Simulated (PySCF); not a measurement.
Species: C₄H₆N (doublet state).
Structure used (GFN2-xTB), in Å, numbered top down from 1:
```
atom  x, y, z in Å
C1     1.4584    0.0604    0.2043
C2     0.2856   -0.4369   -0.5405
C3    -1.0536   -0.5025    0.1023
C4    -1.6240    0.8257   -0.0039
N5    -1.9971    1.9007   -0.1260
H6     1.4358   -0.2691    1.2436
H7     1.4872    1.1584    0.2165
H8     2.3829   -0.2779   -0.2613
H9     0.3310   -0.4827   -1.6155
H10   -0.9833   -0.7668    1.1619
H11   -1.7175   -1.2067   -0.4073
```

The hyperfine couplings belong to this conformer and change with its torsions.

Identity: `C[CH]CC#N` [radical].

Level of theory: UKS B3LYP, pcH-1 on C H N, non-relativistic, mean-field spin-orbit, GIAO in PySCF. The structure is a single GFN2-xTB conformer in the gas phase; no vibrational or solvent corrections. Couplings are sensitive to structure, and on GFN2-xTB geometries they can be far from those on DFT ones.

Q: How many α and β electrons are there, and what is ⟨S²⟩ of the pure spin state?

A: Nα = 19, Nβ = 18 (37 in all), and S(S+1) = 0.75 for S = 1/2.

Mulliken spin populations, one withheld:

```json
{"atom": "C1", "bound to": "C2, H6, H7, H8", "population": "?"}
{"atom": "C2", "bound to": "C1, C3, H9", "population": "+1.0192"}
{"atom": "C3", "bound to": "C2, C4, H10, H11", "population": "-0.0687"}
{"atom": "C4", "bound to": "C3, N5", "population": "+0.0207"}
{"atom": "N5", "bound to": "C4", "population": "+0.0318"}
{"atom": "H6", "bound to": "C1", "population": "+0.0149"}
{"atom": "H7", "bound to": "C1", "population": "+0.0693"}
{"atom": "H8", "bound to": "C1", "population": "+0.0136"}
{"atom": "H9", "bound to": "C2", "population": "-0.0424"}
{"atom": "H10", "bound to": "C3", "population": "+0.0117"}
{"atom": "H11", "bound to": "C3", "population": "+0.0132"}
```

Q: What does C1 hold?

A: The populations add up to Nα − Nβ = 1, and the others sum to 1.0833, so C1 holds -0.083.

Q: How is the spin shared among the elements?

A: Carbon +0.89, hydrogen +0.08, nitrogen +0.03. The positive populations sum to 1.19, the negative ones to -0.19.

Q: With ⟨S²⟩ = 0.7538, find the sum of squared α–β overlaps and estimate the admixture of higher spin.

A: Σ|⟨iα|jβ⟩|² over occupied orbitals = Nβ − [⟨S²⟩ − S(S+1)] = 18 − 0.0038 = 17.9962. If the quartet state (S + 1) were the only admixture, its weight would be 0.0038/(2S + 2) = 0.13 %. For Kohn–Sham this describes the determinant of the orbitals, not the true wave function.

Q: What Fermi-contact NMR shifts do the couplings of C1, C3, N5, H9, H10/H11 imply at 298 K (Curie law, g = gₑ)?

A: δ = a_FC·h·gₑ μB S(S+1)/(3 g_N μN kT), with k/h = 20836.6 MHz/K:

```
 nuclei  isotope  a_FC (MHz)     g_N  contact shift (ppm)
     C1      13C      -31.81  1.4048                -3352
     C3      13C      -24.70  1.4048                -2603
     N5      14N        1.34  0.4038                 +490
     H9       1H      -59.52  5.5857                -1577
H10/H11       1H       31.67  5.5857                 +839
```

All at the stated temperature. Entries for several nuclei are means.

Class means assume fast exchange of nuclei equivalent by connectivity; if that motion is slow, each nucleus keeps its own coupling. The 1H value of +31.7 MHz is a mean of couplings from 27.6 to 35.7 MHz in this one geometry, not an average over conformers.

The spin density at the nucleus, in bohr⁻³, is negative for C1 (-0.0283), C3 (-0.0220) and H9 (-0.0133), for instance. A restricted open-shell determinant has no negative spin density anywhere; here it arises because α and β orbitals differ (spin polarisation).

On one thread, Arm Neoverse V1 (aarch64), no GPU (shared host), this took 25 s of wall time (grids of density and orbitals included) and 0.65 GiB of memory at its peak.
